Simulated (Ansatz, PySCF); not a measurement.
System: C2H, charge 1, multiplicity 1. 
Coordinates optimised at B3LYP-D3(BJ)/def2-TZVP (Ansatz, a quantum-chemistry and plane-wave program):
```xyz
3

C      0.7620     0.1642     0.1293
C     -0.5009    -0.1573    -0.1417
H     -1.5667    -0.0413     0.0742
```
Charge +1, spin multiplicity 1.

Total electronic energies in hartree. Correlated levels leave the core frozen unless marked. Spin-orbit coupling is left out. No relativistic terms. FCI takes restricted orbitals. CBS marks a two-point X^-3 extrapolation of the correlation energy; Hartree-Fock from the larger set. The program attaches cautions to a run behind CCSD/STO-3G: large difference. The program attaches cautions to a run behind CCSD(T)/def2-SVPD: large difference.

The Hartree-Fock reference is unstable (checked in the largest basis), which strains HF and MP2. The T1 diagnostic of CCSD in the largest basis is 0.179, which is high, so the coupled-cluster rows are less sure than usual.

```json
[
 {"level": "RI-HF/aug-cc-pVTZ", "program": "Ansatz", "energy (Eh)": "-75.72399"},
 {"level": "RI-HF/aug-cc-pVQZ", "program": "Ansatz", "energy (Eh)": "-75.72805"},
 {"level": "SVWN5/def2-TZVPD", "program": "Ansatz", "energy (Eh)": "-75.41823"},
 {"level": "BLYP-D4/def2-TZVPD", "program": "Ansatz + dftd4", "energy (Eh)": "-76.14889"},
 {"level": "revPBE-D3(BJ)/def2-TZVPD", "program": "Ansatz + dftd3", "energy (Eh)": "-76.14861"},
 {"level": "TPSS-D4/def2-TZVPD", "program": "PySCF + dftd4", "energy (Eh)": "-76.17703"},
 {"level": "B3LYP-D4/def2-TZVPD", "program": "Ansatz + dftd4", "energy (Eh)": "-76.16143"},
 {"level": "PBE0/def2-SVP", "program": "Ansatz", "energy (Eh)": "-75.96212"},
 {"level": "TPSSh-D3(BJ)/def2-TZVPD", "program": "PySCF + dftd3", "energy (Eh)": "-76.16438"},
 {"level": "r2SCANh-D4/def2-TZVPD", "program": "Ansatz + dftd4", "energy (Eh)": "-76.09453"},
 {"level": "PW6B95-D3(BJ)/def2-TZVPD", "program": "PySCF + dftd3", "energy (Eh)": "…"},
 {"level": "CAM-B3LYP/def2-TZVPD", "program": "Ansatz", "energy (Eh)": "-76.10703"},
 {"level": "LC-wPBE-D3(BJ)/def2-TZVPD", "program": "Ansatz + dftd3", "energy (Eh)": "-76.07565"},
 {"level": "wB97X-V/def2-TZVPD", "program": "Ansatz", "energy (Eh)": "-76.13187"},
 {"level": "B2GP-PLYP-D3(BJ)/def2-TZVPD", "program": "Ansatz + dftd3", "energy (Eh)": "-76.06759"},
 {"level": "RI-MP2/def2-QZVPPD", "program": "Ansatz", "energy (Eh)": "-75.95513"},
 {"level": "RI-MP2/CBS(def2-TZVPPD,def2-QZVPPD)", "program": "Ansatz", "energy (Eh)": "-75.9662"},
 {"level": "CCSD/STO-3G", "program": "Ansatz", "energy (Eh)": "-74.93206"},
 {"level": "CCSD/def2-QZVPP", "program": "Ansatz", "energy (Eh)": "-76.00494"},
 {"level": "CCSD(T)/def2-SVPD", "program": "Ansatz", "energy (Eh)": "-75.90175"},
 {"level": "CCSDT(Q)/cc-pVDZ", "program": "Ansatz", "energy (Eh)": "-75.96158"},
 {"level": "FCI/6-31G", "program": "Ansatz", "energy (Eh)": "-75.85968"}
]
```

Question: Fill in the missing entries.

Answer: 
- PW6B95-D3(BJ)/def2-TZVPD, energy (Eh): -76.25570
